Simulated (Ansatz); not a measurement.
This geometry of CH5Al + H4Si (12 atoms, charge 0, multiplicity 1) is a first-order saddle point.

These are results of RKS PBE0-D4/6-31G* in Ansatz 0.2.0, not measurements.

```xyz
12
Properties=species:S:1:pos:R:3
Al -0.026 -0.131 -0.079
H 0.024 0.329 1.580
H 1.427 0.142 -0.644
C -1.851 -0.009 -0.779
H -2.584 -0.323 -0.028
H -2.096 1.018 -1.073
H -1.982 -0.647 -1.661
Si 0.239 -2.573 0.862
H 0.130 -3.254 -0.465
H 1.557 -2.936 1.456
H -0.843 -3.126 1.728
H 0.110 -0.783 1.480
```

(1) Which two structures does it join? (They come from a converged band through this point; their orientation in space is the band's.)

(2) How far does it lie above each of them?

Answers

(1) Bonds broken: Al1–H2, Si8–H12. Bonds formed: Al1–Si8, H2–H12. CH5Al + H4Si becomes CH7AlSi + H2.

Image 0:

```xyz
12
Properties=species:S:1:pos:R:3
Al -0.104 0.196 0.137
H 0.113 1.096 1.441
H 1.199 -0.440 -0.553
C -1.829 0.145 -0.803
H -2.680 0.178 -0.113
H -1.927 1.016 -1.466
H -1.935 -0.745 -1.434
Si 0.284 -2.771 1.012
H 0.047 -3.135 -0.405
H 1.723 -2.650 1.339
H -0.393 -3.733 1.922
H -0.393 -1.451 1.300
```

Image 8:

```xyz
12
Properties=species:S:1:pos:R:3
Al -0.015 -0.597 -0.251
H -0.015 0.701 1.680
H 1.255 0.339 -0.511
C -1.796 -0.039 -0.864
H -2.605 -0.440 -0.243
H -1.901 1.052 -0.900
H -1.972 -0.409 -1.884
Si 0.322 -2.847 0.688
H -0.034 -3.909 -0.305
H 1.726 -3.119 1.126
H -0.550 -3.092 1.881
H -0.308 0.067 1.958
```

(2) 26.5 kcal/mol above the first and 22.0 kcal/mol above the second. This is the barrier of this one path; another mechanism may lie lower. The orbitals stay closed-shell, which can raise the energy where a bond breaks towards radicals; this wasn't checked here.

Time of the run: 7.5 min on 1 thread of Arm Neoverse V1 (shared host), peak memory 0.14 GiB.
